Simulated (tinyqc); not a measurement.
Inside a calculation (part 2 of 2). Method: UKS/BLYP in the sto-3g basis, for LiH, spin multiplicity 3. Computed by tinyqc, a small Python program that keeps every step (integrals from PySCF). Command: `OMP_NUM_THREADS=1 python tinyqc.py 25294 25295 out.jsonl` (the two numbers bound the seeds that draw the settings). One thread of a shared host (Intel(R) Xeon(R) Processor @ 2.60GHz), about 2 s of CPU time with the checks.

Geometry (angstrom):
```
atom,x,y,z
Li,0.00000,0.00000,0.00000
H,0.00000,0.00000,1.72200
```

## Iteration 14 (converged): orbitals

converged F(alpha) (hartree), lower triangle:
```
,1Li 1s,1Li 2s,1Li 2px,1Li 2py,1Li 2pz,2H 1s
1Li 1s,-1.76591
1Li 2s,-0.50837,-0.24172
1Li 2px,0.00000,0.00000,0.00857
1Li 2py,0.00000,0.00000,0.00000,0.00857
1Li 2pz,-0.00613,-0.05731,0.00000,0.00000,-0.06124
2H 1s,-0.11534,-0.19163,0.00000,0.00000,-0.21821,-0.32533
```

converged F(beta) (hartree), lower triangle:
```
,1Li 1s,1Li 2s,1Li 2px,1Li 2py,1Li 2pz,2H 1s
1Li 1s,-1.75428
1Li 2s,-0.50773,-0.18550
1Li 2px,0.00000,0.00000,0.05137
1Li 2py,0.00000,0.00000,0.00000,0.05137
1Li 2pz,-0.00852,-0.06737,0.00000,0.00000,0.01950
2H 1s,-0.11534,-0.13477,0.00000,0.00000,-0.12622,0.01964
```

X:
```
,1,2,3,4,5,6
1Li 1s,0.19521,0.79246,0.00000,0.00000,0.60462,0.18029
1Li 2s,-0.73727,-0.61698,0.00000,0.00000,0.47490,0.36805
1Li 2px,0.00000,0.00000,0.75972,0.65025,0.00000,0.00000
1Li 2py,0.00000,0.00000,-0.65025,0.75972,0.00000,0.00000
1Li 2pz,-0.88409,0.45430,0.00000,0.00000,-0.48010,0.40172
2H 1s,1.11843,-0.18592,0.00000,0.00000,-0.17198,0.52870
```

Diagonalise F' = X^T F X, C = X C', fill 3 alpha and 1 beta electrons from the bottom; D(s) = C_occ C_occ^T. Each column has its largest component positive (the first on a tie).

F' = X^T F X (alpha) (hartree), lower triangle:
```
,1,2,3,4,5,6
1,0.11743
2,-0.07977,-0.67316
3,0.00000,0.00000,0.00857
4,0.00000,0.00000,0.00000,0.00857
5,-0.01632,-0.77986,0.00000,0.00000,-0.96681
6,-0.13541,-0.27112,0.00000,0.00000,-0.35059,-0.46552
```

orbital energies (alpha) (hartree): MO1 -1.77031, MO2 -0.33948, MO3 -0.04128, MO4 0.00857, MO5 0.00857, MO6 0.16300

coefficients C (alpha):
```
,MO1,MO2,MO3,MO4,MO5,MO6
1Li 1s,0.98589,-0.11295,-0.26208,0.00000,0.00000,-0.10367
1Li 2s,0.05365,0.18678,0.96442,0.00000,0.00000,0.56334
1Li 2px,0.00000,0.00000,0.00000,0.04800,0.99885,0.00000
1Li 2py,0.00000,0.00000,0.00000,0.99885,-0.04800,0.00000
1Li 2pz,0.00642,0.19063,-0.37566,0.00000,0.00000,1.09653
2H 1s,-0.00287,0.81943,-0.23308,0.00000,0.00000,-0.93206
```

F' = X^T F X (beta) (hartree), lower triangle:
```
,1,2,3,4,5,6
1,0.35491
2,-0.12724,-0.61507
3,0.00000,0.00000,0.05137
4,0.00000,0.00000,0.00000,0.05137
5,-0.06277,-0.80020,0.00000,0.00000,-0.90883
6,0.03104,-0.30864,0.00000,0.00000,-0.40578,-0.29010
```

orbital energies (beta) (hartree): MO1 -1.75884, MO2 -0.12846, MO3 0.04771, MO4 0.05137, MO5 0.05137, MO6 0.38049

coefficients C (beta):
```
,MO1,MO2,MO3,MO4,MO5,MO6
1Li 1s,0.98581,-0.20382,-0.20942,0.00000,0.00000,0.08337
1Li 2s,0.05443,0.59864,0.78903,0.00000,0.00000,-0.54893
1Li 2px,0.00000,0.00000,0.00000,-0.24955,0.96836,0.00000
1Li 2py,0.00000,0.00000,0.00000,0.96836,0.24955,0.00000
1Li 2pz,0.00891,0.42788,-0.59474,0.00000,0.00000,-0.91815
2H 1s,-0.00516,0.38911,-0.23134,0.00000,0.00000,1.17881
```

D(alpha) after iteration 14, lower triangle:
```
,1Li 1s,1Li 2s,1Li 2px,1Li 2py,1Li 2pz,2H 1s
1Li 1s,1.05343
1Li 2s,-0.22096,0.96787
1Li 2px,0.00000,0.00000,0.00000
1Li 2py,0.00000,0.00000,0.00000,0.00000
1Li 2pz,0.08325,-0.32635,0.00000,0.00000,0.17750
2H 1s,-0.03429,-0.07189,0.00000,0.00000,0.24375,0.72581
```

D(beta) after iteration 14, lower triangle:
```
,1Li 1s,1Li 2s,1Li 2px,1Li 2py,1Li 2pz,2H 1s
1Li 1s,0.97182
1Li 2s,0.05366,0.00296
1Li 2px,0.00000,0.00000,0.00000
1Li 2py,0.00000,0.00000,0.00000,0.00000
1Li 2pz,0.00878,0.00049,0.00000,0.00000,0.00008
2H 1s,-0.00508,-0.00028,0.00000,0.00000,-0.00005,0.00003
```

Within a degenerate level the vectors are fixed only up to a rotation; this is one choice.

## Convergence

Stop when the energy changes by less than 1e-09 hartree and every element of the error matrix X^T (F D S - S D F) X (for each spin) is below 9e-06.

Course of the cycle:
```
iteration,E (hartree),change,largest element of the error matrix
1,-7.7736755,-,1.05e-01
2,-7.8090502,-3.54e-02,1.73e-02
3,-7.8113482,-2.30e-03,8.43e-03
4,-7.8118438,-4.96e-04,4.14e-03
5,-7.8119604,-1.17e-04,2.01e-03
6,-7.8119885,-2.81e-05,9.88e-04
7,-7.8119954,-6.86e-06,4.89e-04
8,-7.8119971,-1.68e-06,2.43e-04
9,-7.8119975,-4.09e-07,1.20e-04
10,-7.8119976,-1.00e-07,5.97e-05
11,-7.8119976,-2.45e-08,2.96e-05
12,-7.8119976,-6.01e-09,1.46e-05
13,-7.8119976,-1.47e-09,7.25e-06
14,-7.8119976,-3.60e-10,3.59e-06
```

PySCF UKS in the same basis, fine grid, after a stability check = -7.8163136 hartree

Converged in 14 iterations. The coarse grid moves the energy by +4.32e-03 hartree.

## Populations, bond orders and dipole

overlap S, lower triangle:
```
,1Li 1s,1Li 2s,1Li 2px,1Li 2py,1Li 2pz,2H 1s
1Li 1s,1.00000
1Li 2s,0.24114,1.00000
1Li 2px,0.00000,0.00000,1.00000
1Li 2py,0.00000,0.00000,0.00000,1.00000
1Li 2pz,0.00000,0.00000,0.00000,0.00000,1.00000
2H 1s,0.05118,0.36495,0.00000,0.00000,0.48809,1.00000
```

Mulliken: Z minus the diagonal of D S on the atom; Loewdin: the same with S^(1/2) D S^(1/2); Mayer order: 2 sum_s sum (D(s) S)_ij (D(s) S)_ji over the two atoms.

Charges (e):
```
atom,Mulliken,Loewdin,Mulliken spin
1Li,-0.18357,-0.24229,1.18286
2H,0.18357,0.24229,0.81714
```

Mayer bond orders:
```
pair,order
2-1,0.29858
```

dipole moment about the origin, x y z (debye): 0.00000  0.00000  3.76292

<S^2> of the determinant (pure state: 2) = 2.00000
